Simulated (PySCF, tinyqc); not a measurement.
Worked calculation: CIS and TDHF on RHF in the sto-3g basis, for BH, spin multiplicity 1. The lowest restricted solution is unstable here: a spin-polarised one lies 0.0072 hartree lower (PySCF). One step of it, computed by the program tinyqc.

Question. TDHF (RPA) triplet states. B(ia,jb) = - (ib|ja); the squared energies are the eigenvalues of (A - B)(A + B); 1 hartree = 27.211386 eV.

CIS matrix A, triplet (hartree), lower triangle:
```
,1>4,1>5,1>6,2>4,2>5,2>6,3>4,3>5,3>6
1>4,6.888349
1>5,0.000000,6.888349
1>6,0.000000,0.000000,7.142076
2>4,0.010736,0.000000,0.000000,0.226953
2>5,0.000000,0.010736,0.000000,0.000000,0.226953
2>6,0.000000,0.000000,0.007666,0.000000,0.000000,0.359872
3>4,-0.004675,0.000000,0.000000,0.076374,0.000000,0.000000,0.063038
3>5,0.000000,-0.004675,0.000000,0.000000,0.076374,0.000000,0.000000,0.063038
3>6,0.000000,0.000000,-0.011113,0.000000,0.000000,-0.050327,0.000000,0.000000,0.127321
```

Two-electron integrals over orbitals (pq|rs), unique and non-zero (hartree):
```
p,q,r,s,(pq|rs)
1,1,1,1,2.893142
2,1,1,1,-0.291996
2,1,2,1,0.046751
2,2,1,1,0.655990
2,2,2,1,-0.012866
2,2,2,2,0.471972
3,1,1,1,0.135804
3,1,2,1,-0.020768
3,1,2,2,0.010225
3,1,3,1,0.017743
3,2,1,1,-0.136807
3,2,2,1,0.007403
3,2,2,2,-0.007722
3,2,3,1,0.007748
3,2,3,2,0.116438
3,3,1,1,0.538564
3,3,2,1,-0.007700
3,3,2,2,0.427657
3,3,3,1,-0.002404
3,3,3,2,0.004304
3,3,3,3,0.467986
4,1,4,1,0.021589
4,2,4,1,0.024679
4,2,4,2,0.090589
4,3,4,1,-0.011450
4,3,4,2,-0.038073
4,3,4,3,0.031545
4,4,1,1,0.742019
4,4,2,1,-0.010736
4,4,2,2,0.485269
4,4,3,1,0.004675
4,4,3,2,-0.076374
4,4,3,3,0.414766
4,4,4,4,0.586773
5,1,5,1,0.021589
5,2,5,1,0.024679
5,2,5,2,0.090589
5,3,5,1,-0.011450
5,3,5,2,-0.038073
5,3,5,3,0.031545
5,4,5,4,0.031630
5,5,1,1,0.742019
5,5,2,1,-0.010736
5,5,2,2,0.485269
5,5,3,1,0.004675
5,5,3,2,-0.076374
5,5,3,3,0.414766
5,5,4,4,0.523513
5,5,5,5,0.586773
6,1,1,1,-0.088150
6,1,2,1,0.015657
6,1,2,2,0.001611
6,1,3,1,0.004102
6,1,3,2,0.016251
6,1,3,3,-0.009667
6,1,4,4,-0.003093
6,1,5,5,-0.003093
6,1,6,1,0.019621
6,2,1,1,0.134514
6,2,2,1,-0.003080
6,2,2,2,0.056205
6,2,3,1,0.012865
6,2,3,2,-0.008620
6,2,3,3,-0.026145
6,2,4,4,0.075214
6,2,5,5,0.075214
6,2,6,1,0.013411
6,2,6,2,0.087763
6,3,1,1,0.183707
6,3,2,1,-0.004113
6,3,2,2,0.041571
6,3,3,1,-0.003434
6,3,3,2,-0.111828
6,3,3,3,-0.004124
6,3,4,4,0.103063
6,3,5,5,0.103063
6,3,6,1,-0.008206
6,3,6,2,0.055127
6,3,6,3,0.151855
6,4,4,1,0.007000
6,4,4,2,0.026231
6,4,4,3,0.004868
6,4,6,4,0.025523
6,5,5,1,0.007000
6,5,5,2,0.026231
6,5,5,3,0.004868
6,5,6,5,0.025523
6,6,1,1,0.603365
6,6,2,1,-0.007666
6,6,2,2,0.467423
6,6,3,1,0.011113
6,6,3,2,0.050327
6,6,3,3,0.465557
6,6,4,4,0.438016
6,6,5,5,0.438016
6,6,6,1,0.007640
6,6,6,2,0.023977
6,6,6,3,-0.023594
6,6,6,6,0.527079
```

Give: TDHF matrix B, triplet; squared energies w^2; TDHF energies from the positive w^2.

Answer.

TDHF matrix B, triplet (hartree), lower triangle:
```
,1>4,1>5,1>6,2>4,2>5,2>6,3>4,3>5,3>6
1>4,-0.0216
1>5,0.0000,-0.0216
1>6,0.0000,0.0000,-0.0196
2>4,-0.0247,0.0000,0.0000,-0.0906
2>5,0.0000,-0.0247,0.0000,0.0000,-0.0906
2>6,0.0000,0.0000,-0.0134,0.0000,0.0000,-0.0878
3>4,0.0115,0.0000,0.0000,0.0381,0.0000,0.0000,-0.0315
3>5,0.0000,0.0115,0.0000,0.0000,0.0381,0.0000,0.0000,-0.0315
3>6,0.0000,0.0000,0.0082,0.0000,0.0000,-0.0551,0.0000,0.0000,-0.1519
```

squared energies w^2 (hartree^2): -0.0170  -0.0042  -0.0042  0.0593  0.0593  0.1309  47.4477  47.4477  51.0088

TDHF energies from the positive w^2 (eV): 6.6248  6.6248  9.8450  187.4382  187.4382  194.3449

A + B or A - B has a negative eigenvalue: the restricted solution is unstable towards a spin-polarised one, a negative w^2 means an imaginary energy, and the lowest roots have no physical meaning.
